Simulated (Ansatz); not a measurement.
# MgNaH (singlet): the correlation ladder at angle Na1–Mg2–H3 = 158.6°, cc-pVTZ

An exercise on one series of results from a longer session: the logs are not shown, and one member is left open.

Method: cc-pVTZ, core rule «outside noble gas», up to 10 orbitals frozen; program: Ansatz 0.2.0, Gaussian basis.

To be run: UHF; CCSD(T) on RHF; CCSD(T) on UHF; BCCD(T) on RHF; CCSDT(Q) on RHF; CCSDT(Q) on UHF; Full CI.

26 further runs of the same task are left out: 14 for a known fault of the program, 9 that didn't finish, 3 set aside as unsound or not needed. Runs told in other sessions of the task aren't counted.

## What is computed

The geometry derives from a PBE0/def2-TZVP stationary point (not a proven minimum). One angle is set to the value named; bond lengths are kept.

3 atoms, charge 0, spin multiplicity 1.

Atoms are counted from 1 here; the program's logs count them from 0.

Bond lengths: Na1–Mg2 3.016 Å, Mg2–H3 1.747 Å. Angles: Na1–Mg2–H3 158.6°.

The first run:

File in.yaml:

```yaml
crystal:
  periodic: [false, false, false]
  atoms:
    - {symbol: Na, position_ang: [0.265181, 0.000000, 2.548112]}
    - {symbol: Mg, position_ang: [-0.294808, 0.000000, -0.415547]}
    - {symbol: H, position_ang: [0.029626, 0.000000, -2.132565]}
basis:
  gaussian: {orbitals: cc-pVTZ}
magnetization: {spin_polarized: true, initial_magnetization: 0}
hamiltonian: {xc: hf}
output: {orbitals: {seedname: orbitals}}
```

Command:

```bash
ansatz run in.yaml --threads 1 --pin off --events-out ev --progress --plain --max-ram 2393MiB
```

Steps of the session up to this table: UHF; CCSD(T) on RHF; CCSD(T) on UHF; BCCD(T) on RHF; CCSDT(Q) on RHF; CCSDT(Q) on UHF; Full CI.

One table of the session follows, with a row left open; its other results are not shown here.

```
   method  from FCI (kJ/mol)
      RHF             +188.9
      UHF             +188.9
     RMP2              +49.0
    RCCSD               +3.5
 RCCSD(T)               +0.9
  BCCD(T)               +0.9
   RCCSDT                  ?
RCCSDT(Q)                0.0
      FCI                  0
```

**Question.** Estimate the row for RCCSDT.

As computed: from FCI (kJ/mol): +0.1. In the column «from FCI (kJ/mol)» it lies between FCI (0) and RCCSD(T) (+0.9).

Not comparable, so not listed: CCSDT(Q) on UHF (they don't share determinant, frozen orbitals or solution with the rows shown, or repeat one).
